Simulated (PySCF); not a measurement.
Compound: C₃H₃ (charge +1).
Bonds: C1–C2 (double), C2–C3, C1–C3. Hydrogens: H4 on C1; H5 on C2; H6 on C3.

All values: PBE0/pcSseg-1 and CAM-B3LYP/def2-SVPD (PySCF, non-relativistic), on one gas-phase PBE0-D3(BJ)/def2-SVP geometry that isn't relaxed in the solvent. The solvent is an IEF-PCM continuum (Bondi radii, 1.10 Å for H, scaled by 1.2). Only the electrostatic response of the medium enters.

Gas phase at PBE0/pcSseg-1: HOMO -17.74 eV, LUMO -7.88 eV.

Q: What does the continuum do to the energy and the frontier levels at PBE0/pcSseg-1 in chloroform and acetonitrile?

A: 
```json
{"solvent": "chloroform", "ε": "4.711", "E(solvent) − E(gas) (kcal/mol)": "-52.05", "polarisation term (kcal/mol)": "-52.06", "distortion of the solute (kcal/mol)": "0.01", "HOMO (eV)": "-13.31", "LUMO (eV)": "-3.46"}
{"solvent": "acetonitrile", "ε": "35.69", "E(solvent) − E(gas) (kcal/mol)": "-64.10", "polarisation term (kcal/mol)": "-64.12", "distortion of the solute (kcal/mol)": "0.02", "HOMO (eV)": "-12.29", "LUMO (eV)": "-2.44"}
```

Polarisation term: ½ Σ q·V over the induced surface charges. Distortion: the rise of the solute's own energy as its density leaves the gas-phase optimum. From chloroform to acetonitrile the lowering changes by a factor 1.23, Born's factor 1 − 1/ε by 1.23 and ε itself by 7.6.

Q: Which radius a makes Born's formula ΔE = −(q²/2a)(1 − 1/ε) give the value in acetonitrile?

A: a = q²(1 − 1/ε)/(2|ΔE|) = 2.52 Å, with q = +1 e and |ΔE| = 0.1021 Eh; the farthest nucleus lies 1.88 Å from the centroid of the nuclei. The formula assumes a point charge at the centre of a sphere.

Gas phase at CAM-B3LYP/def2-SVPD: HOMO -19.22 eV, LUMO -6.62 eV.

Q: What does the continuum do to the energy and the frontier levels at CAM-B3LYP/def2-SVPD in chloroform and acetonitrile?

A: 
```
     solvent      ε  E(solvent) − E(gas) (kcal/mol)  polarisation term (kcal/mol)  distortion of the solute (kcal/mol)  HOMO (eV)  LUMO (eV)
  chloroform  4.711                          -52.06                        -52.07                                 0.01     -14.79      -2.21
acetonitrile  35.69                          -64.11                        -64.14                                 0.03     -13.77      -1.19
```

Q: How does the static polarisability (CAM-B3LYP/def2-SVPD, frozen core, with the continuum's full static response) change?

A: 
```json
{"medium": "gas", "isotropic (au)": "23.4", "principal values (au)": "16.4, 26.9, 26.9", "⟨r²⟩ of the electrons (bohr²)": "103.9"}
{"medium": "chloroform", "isotropic (au)": "27.4", "principal values (au)": "18.8, 31.7, 31.7", "⟨r²⟩ of the electrons (bohr²)": "103.9"}
{"medium": "acetonitrile", "isotropic (au)": "29.0", "principal values (au)": "19.8, 33.6, 33.6", "⟨r²⟩ of the electrons (bohr²)": "103.9"}
```

The isotropic value in acetonitrile is 1.24 times the gas-phase one; no cavity-field correction is applied. ⟨r²⟩ is taken about the centre of nuclear charge.
